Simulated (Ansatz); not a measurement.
# C₂H₄Cl+ (SMILES C[CH+]Cl): functionals against CCSD(T) at one geometry

The atoms stand at a structure displaced at random from a GFN2-xTB minimum. How far do the functionals agree with CCSD(T) there?

The runs use Ansatz 0.2.0, Gaussian basis; single points in def2-TZVPP.

Correlated methods freeze the cores.

**1. Starting geometry**

SMILES `C[CH+]Cl`, 7 atoms, charge 1, spin multiplicity 1.

Atoms are counted from 1 here; the program's logs count them from 0.

Bond lengths: C1–C2 1.393 Å, C1–H4 1.111 Å, C1–H5 1.087 Å, C1–H6 1.098 Å, C2–Cl3 1.621 Å, C2–H7 1.121 Å. Angles: C2–C1–H4 111.2°, C2–C1–H5 111.2°, C2–C1–H6 115.3°, H4–C1–H5 99.0°, H4–C1–H6 109.2°, H5–C1–H6 109.8°, C1–C2–Cl3 126.0°, C1–C2–H7 119.5°, Cl3–C2–H7 114.5°.

Coordinates:

```xyz
7
charge 1, multiplicity 1
C    -0.4946    0.3896    0.0046
C     0.6061   -0.4608   -0.0763
Cl    1.5871   -0.8673    1.1486
H    -1.4139   -0.1068   -0.3726
H    -0.4235    1.1939   -0.7238
H    -0.6925    0.8071    1.0012
H     0.8570   -0.9485   -1.0536
```

**2. CCSD(T)/def2-TZVPP**

Input file run/in.yaml:

```yaml
crystal:
  periodic: [false, false, false]
  atoms:
    - {symbol: C, position_ang: [-0.494600, 0.389600, 0.004600]}
    - {symbol: C, position_ang: [0.606100, -0.460800, -0.076300]}
    - {symbol: Cl, position_ang: [1.587100, -0.867300, 1.148600]}
    - {symbol: H, position_ang: [-1.413900, -0.106800, -0.372600]}
    - {symbol: H, position_ang: [-0.423500, 1.193900, -0.723800]}
    - {symbol: H, position_ang: [-0.692500, 0.807100, 1.001200]}
    - {symbol: H, position_ang: [0.857000, -0.948500, -1.053600]}
basis:
  gaussian: {orbitals: def2-TZVPP}
total_charge: 1
correlation: {method: ccsd_t}
output: {forces: true}
```

No record of the launch command was kept for these runs.

**3. PBE0-D4/def2-TZVPP**

run/in.yaml: that of step 2 with these lines changed.

```diff
@@ -13,3 +13,3 @@
 total_charge: 1
-correlation: {method: ccsd_t}
-output: {forces: true}
+hamiltonian: {xc: pbe0, dispersion: d4}
+output: {forces: true, orbitals: {seedname: orbitals}}
```

**4. wB97M-V/def2-TZVPP**

run/in.yaml: that of step 3 with these lines changed.

```diff
@@ -13,3 +13,3 @@
 total_charge: 1
-hamiltonian: {xc: pbe0, dispersion: d4}
-output: {forces: true, orbitals: {seedname: orbitals}}
+hamiltonian: {xc: {name: wB97M-V}}
+output: {forces: true}
```

**5. r2SCAN-D4/def2-TZVPP**

run/in.yaml: that of step 4 with these lines changed.

```diff
@@ -13,3 +13,3 @@
 total_charge: 1
-hamiltonian: {xc: {name: wB97M-V}}
+hamiltonian: {xc: r2scan, dispersion: d4}
 output: {forces: true}
```

**6. PBE-D4/def2-TZVPP**

run/in.yaml: that of step 5 with these lines changed.

```diff
@@ -13,3 +13,3 @@
 total_charge: 1
-hamiltonian: {xc: r2scan, dispersion: d4}
+hamiltonian: {xc: pbe, dispersion: d4}
 output: {forces: true}
```

**7. revPBE-D4/def2-TZVPP**

run/in.yaml: that of step 6 with these lines changed.

```diff
@@ -13,3 +13,3 @@
 total_charge: 1
-hamiltonian: {xc: pbe, dispersion: d4}
+hamiltonian: {xc: {name: revPBE}, dispersion: d4}
 output: {forces: true}
```

**8. BHLYP-D4/def2-TZVPP**

run/in.yaml: that of step 7 with these lines changed.

```diff
@@ -13,3 +13,3 @@
 total_charge: 1
-hamiltonian: {xc: {name: revPBE}, dispersion: d4}
+hamiltonian: {xc: {name: BHLYP}, dispersion: d4}
 output: {forces: true}
```

(Steps that only read results are left out.)

**Question.** What will these runs give? Wanted: energy less free atoms, CCSD(T)/def2-TZVPP; RMS force component; RMS force error; HOMO and LUMO, PBE0-D4; T1 diagnostic.

The runs gave:

```
                                  quantity                                                                                              value
energy less free atoms, CCSD(T)/def2-TZVPP                                                                                     -1637.1 kJ/mol
                       RMS force component                                                               0.696 to 0.922 eV/Å over the methods
                           RMS force error  PBE0-D4 0.232, wB97M-V 0.136, r2SCAN-D4 0.253, PBE-D4 0.332, revPBE-D4 0.296, BHLYP-D4 0.167 eV/Å
                    HOMO and LUMO, PBE0-D4                                                                                -15.84 and -9.86 eV
                             T1 diagnostic                                                                                              0.019
```

In words: Against CCSD(T) the functionals' energies less atoms differ by -143.6 to +3.3 kJ/mol, PBE-D4 by -143.6 kJ/mol. The reference is not at the basis limit: in triple zeta CCSD(T) underbinds, which counts against methods that bind more; the gaps are no ranking. On forces the order runs from wB97M-V to PBE-D4. Frozen-core CCSD(T) forces in triple zeta carry basis errors of their own, and this is one geometry, so small gaps rank nothing.
